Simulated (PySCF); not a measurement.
Two structures of SiH2F2, closed shell, reached by relaxing down either side of one saddle point (PBE0-D4/def2-TZVP). Energies are electronic, without zero-point energy. Computed with PySCF 2.14 with density fitting (its default auxiliary sets; JK sets also for MP2 and CCSD(T)) (basis: def2-TZVPP and def2-QZVPP); correlated methods freeze the cores. Extrapolation: Hartree–Fock as exp(−7.88 √X), correlation as X^−2.97. First:

Si1  (0.842, 0.207, -1.268)
F2  (1.037, 1.423, -0.243)
F3  (1.617, -0.959, -0.489)
H4  (-1.751, -0.616, 0.582)
H5  (-1.286, -0.364, 1.109)
(Å)

Second:

```
5
angstrom
Si -0.0324 -0.0450 -0.0027
F 0.5706 1.4212 0.0224
F 1.0969 -1.0301 -0.5206
H -1.1540 -0.0741 -0.9593
H -0.3910 -0.4272 1.3754
```

(1) Which bonds change from the first to the second?

(2) Give the saddle point's structure and its height above each. (Judge from chemistry; the value comes from the calculation.)

No T1 diagnostic of these runs exceeds 0.016. The restricted Hartree–Fock reference is unstable towards an unrestricted one at one or more of these structures. A large double-excitation amplitude points to some diradical character; no triplet was computed. The start structure is not quite a true minimum (one mode of 57i cm⁻¹).

Results:

(1) SiF₂ + H₂ → SiH₂F₂ ([F][SiH2][F]); bonds formed: Si1–H4, Si1–H5; bonds broken: H4–H5.

(2) Computed: 49.65 kcal/mol above the first and 87.50 kcal/mol above the second (CCSD(T) at an estimated basis limit (MP2 extrapolated from triple and quadruple zeta, plus CCSD(T) − MP2 in triple zeta)).
| atom | x (Å) | y (Å) | z (Å) |
| --- | --- | --- | --- |
| Si1 | 0.1626 | 0.1214 | -0.4816 |
| F2 | 0.7450 | 1.4438 | 0.1823 |
| F3 | 1.2357 | -1.0344 | -0.2792 |
| H4 | -1.2730 | -0.1979 | -0.2894 |
| H5 | -0.8703 | -0.3329 | 0.8679 |

Losses and insertions of silylenes and their heavier kin drive the gas-phase chemistry of silicon and germanium vapour deposition.

Labels in which every atom is bracketed show which atoms are joined, not bond orders.

For scale, one of the runs: CCSD(T)/def2-TZVPP, 132 basis functions, launched by `OMP_NUM_THREADS=4 python run.py`. The run took 34 s on 4 CPU threads of an AMD EPYC 7B13 (shared host), with 0.76 GiB of host memory at its peak.
